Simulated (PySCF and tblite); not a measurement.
Values are calculated unless marked as measured or tabulated.
C₄H₈O, numbered as in [OH:1][CH2:2][CH:3]1[CH2:4][CH2:5]1.

Conformers came from 90 starts (ETKDG and KDG, MMFF94s, GFN2-xTB); geometries are PBE0-D3(BJ)/def2-SVP. Weights use B3LYP-D3(BJ)/def2-TZVP (IEF-PCM, chloroform) energies plus GFN2-xTB zero-point and thermal terms (modes under about 100 cm⁻¹ blended into free rotors). Symmetry numbers and mirror images are counted. Conformers within 3 kcal/mol (GFN2-xTB free energy) were kept, 8 at most. GIAO shieldings: PBE0/pcSseg-1 (IEF-PCM, chloroform). Shifts are against TMS (¹H), TMS (¹³C) at the same level; of two unlike H on one atom, a is the less shielded. Codes: tblite and PySCF.

(1) Predict the averaged NMR shifts at 298.15 K.

(2) How do the conformers differ?

(3) Which signal moves most, for its nucleus, between 250 and 373.15 K through the change of populations alone?

H on N, O and S are left out: they exchange, and hydrogen bonds move them by several ppm. Shifts are unscaled: against experiment ¹³C can be off by 15 ppm or more and ¹H by 0.8 ppm.

Answers

(1) ¹H: 3.39 (H2, 2H), 0.91 (H3, 1H), 0.49 (H4a/H5a, 2H), 0.16 (H4b/H5b, 2H) ppm. ¹³C: 70.6 (C2), 15.6 (C3), 3.8 (C4/C5) ppm.

(2) Torsions listed: H1–O1–C2–C3, O1–C2–C3–C4. Of a mirror pair one member is shown.
```csv
conformer,shape,weight %
1,"-51°, 152°",57.5
2,"-58°, -75°",19.6
3,"-174°, -81°",16.8
4,"72°, 36°",4.8
5,"-176°, 36°",1.3
```

| signal | 1 | 2 | 3 | 4 | 5 | average |
| --- | --- | --- | --- | --- | --- | --- |
| H2 | 3.33 | 3.35 | 3.50 | 3.84 | 4.06 | 3.39 |
| H3 | 0.96 | 0.78 | 0.95 | 0.68 | 0.72 | 0.91 |
| H4a/H5a | 0.49 | 0.50 | 0.50 | 0.37 | 0.30 | 0.49 |
| H4b/H5b | 0.10 | 0.25 | 0.16 | 0.33 | 0.57 | 0.16 |
| C2 | 71.2 | 71.0 | 71.5 | 62.0 | 61.8 | 70.6 |
| C3 | 16.1 | 16.2 | 14.0 | 13.6 | 12.7 | 15.6 |
| C4/C5 | 3.6 | 4.8 | 4.4 | 0.6 | 1.0 | 3.8 |

(3) H2: 3.38 ppm at 250 K, 3.39 ppm at 273.15 K, 3.39 ppm at 298.15 K, 3.40 ppm at 323.15 K, 3.41 ppm at 373.15 K.
